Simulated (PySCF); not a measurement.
Homolysis of single bonds, series formyl-X. Gas-phase values, no solvent. One relaxed conformer stands for each flexible species; it need not be the lowest. Strings in code marks are SMILES.

A: radical fragment (`[CH]=C`)
B: radical fragment (`O=C[S]`)
C: radical fragment (`[CH3]`)
D: radical fragment (`[SH]`)

Task: Rank these by dipole moment (lowest first), as PBE-D3(BJ)/def2-TZVP // PBE0-D3(BJ)/def2-TZVP (PySCF) gives it.

Result: C (0.00 D), A (0.72 D), D (0.87 D), B (1.99 D)
